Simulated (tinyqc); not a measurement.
Geometry optimisation on the unrestricted LDA (VWN5)/sto-3g surface (energies and gradients from PySCF), for CH3, spin multiplicity 2, step by step. Computed by tinyqc, a small Python program that keeps every step (integrals from PySCF). Settings: charge = 0, multiplicity = 2, basis = sto-3g, functional = lda,vwn, optimiser = bfgs, first Hessian = 0.6, largest step = 0.3, iteration cap = 30. Command: `OMP_NUM_THREADS=1 python tinyqc.py 20364 20365 out.jsonl` (the two numbers bound the seeds that draw the settings). One thread of a shared host (Intel(R) Xeon(R) Processor @ 2.60GHz), about 8 s of CPU time with the checks.

positions at the start (bohr), order 1C, 2H, 3H, 4H:
$$\begin{pmatrix}
0.018897 & -0.041574 & 0.088817 \\
2.003110 & -0.068030 & -0.034015 \\
-1.063916 & 1.889726 & 0.045353 \\
-0.990216 & -1.698864 & -0.058582
\end{pmatrix}$$

Stop when the largest gradient component is below 3e-5 hartree/bohr. The inverse Hessian follows the BFGS update with s = step, y = change of gradient.

Course of the optimisation:
```
step   E (hartree)  largest gradient (hartree/bohr)
1     -38.91602682                         9.66e-02
2     -38.91906165                         9.28e-02
3     -38.92474913                         8.40e-03
4     -38.92492604                         4.64e-03
5     -38.92506250                         3.00e-03
6     -38.92511992                         1.83e-03
7     -38.92514213                         5.60e-04
8     -38.92514373                         5.33e-04
9     -38.92514494                         5.37e-04
10    -38.92514780                         6.81e-04
11    -38.92515264                         1.09e-03
12    -38.92515909                         1.16e-03
13    -38.92516498                         7.20e-04
14    -38.92516709                         1.69e-04
15    -38.92516721                         2.70e-05
```

Can the last value be used, and what does the course show?

Yes. Converged in 15 steps.
